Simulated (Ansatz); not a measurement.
The first iterations of a band of BH4N + H3P (10 atoms, charge 0, multiplicity 1).

All numbers below come from RKS PBE/def2-SVP in Ansatz 0.2.0.

```json
{
  "movable images": "5",
  "climbing image": "yes",
  "spring": "5.0 eV/Å²",
  "optimiser": "quadratic models (default)",
  "start path": "through a guess of the saddle point",
  "force threshold": "0.05 eV/Å",
  "iteration limit": "60",
  "end points": "relaxed"
}
```

Image 0:

```xyz
10
Properties=species:S:1:pos:R:3
B 0.463 -0.935 0.956
N 1.404 0.079 1.146
H 0.680 -1.794 0.120
H -0.547 -0.934 1.637
H -0.505 1.244 -0.995
P -1.602 1.099 -1.919
H 2.276 0.143 0.619
H 1.292 0.829 1.830
H -1.063 -0.128 -2.448
H -2.398 0.396 -0.945
```

Image 6:

```xyz
10
Properties=species:S:1:pos:R:3
B -0.008 -0.588 0.080
N 1.075 0.509 0.654
H 0.670 -1.405 -0.539
H -0.559 -1.057 1.073
H 1.531 1.011 -0.124
P -1.157 0.429 -1.190
H 1.809 0.056 1.219
H 0.625 1.223 1.247
H -1.599 -0.687 -1.978
H -2.386 0.510 -0.443
```

| iteration | highest image above the first end (eV) | largest band force component (eV/Å) |
| --- | --- | --- |
| 1 | 3.818 | 10.598 |
| 2 | 2.212 | 2.747 |
| 3 | 1.905 | 1.381 |
| 4 | 1.771 | 0.902 |

Task: Does the band converge within its limit, and where does its top end?

Result: The forces met the threshold. It ended after 12 iterations with the highest image 1.544 eV above the first end. Neighbouring images differ by up to 1.4 eV, so the band resolves the path poorly. A vibrational analysis at the climbing image gives one clearly imaginary mode, 1244i cm⁻¹: a first-order saddle point. The orbitals stay closed-shell, which can raise the energy where a bond breaks towards radicals; this wasn't checked here.

Time of the run: 42 s on 2 threads of AMD EPYC 9R14 (Zen 4), with other jobs on the host, peak memory 0.13 GiB.
